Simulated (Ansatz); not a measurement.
Ideal-gas functions of F₂S, SMILES `FSF` at 600 K and 1 bar, from an Ansatz frequency run at PBE0-D4/def2-TZVP.

Molar mass 70.06 g/mol, point group C2v (symmetry number 2), electronic degeneracy 1, moments of inertia 18.704, 55.234, 73.938 u Å². Harmonic wavenumbers (cm⁻¹, unscaled): 355, 834, 862.

Use S(trans) = R[1.5 ln M + 2.5 ln T − 1.1517]; rotational temperatures θ = 24.2544 K / I; S(rot) = R[ln(√π/σ · √(T³/θAθBθC)) + 1.5]; for each mode x = 1.438777 ν̃/T, S = R[x/(eˣ − 1) − ln(1 − e⁻ˣ)] and H = RT x/(eˣ − 1); 1 cm⁻¹ = 0.0119627 kJ/mol; R = 8.31446 J/(mol·K).

Task: By hand: the entropy, in J/(mol·K).

Result: Translation 176.4. Rotation: θ = 1.2967, 0.4391, 0.328 K, giving 98.2. Vibration, mode by mode: 9.90, 3.81, 3.62, in all 17.3. Electronic 0.0. Sum 291.9 J/(mol·K).

Task: By hand: H − E and G − E in kJ/mol, counted from the electronic energy.

Result: Zero-point energy ½ × 2051 × 0.0119627 = 12.3; thermal vibration 6.2; translation, rotation and pV give 4 RT = 20.0. H − E = 38.5 kJ/mol, and G − E = 38.5 − 600 × 291.9/1000 = -136.6 kJ/mol.

Vibration gives 6 % of the entropy.
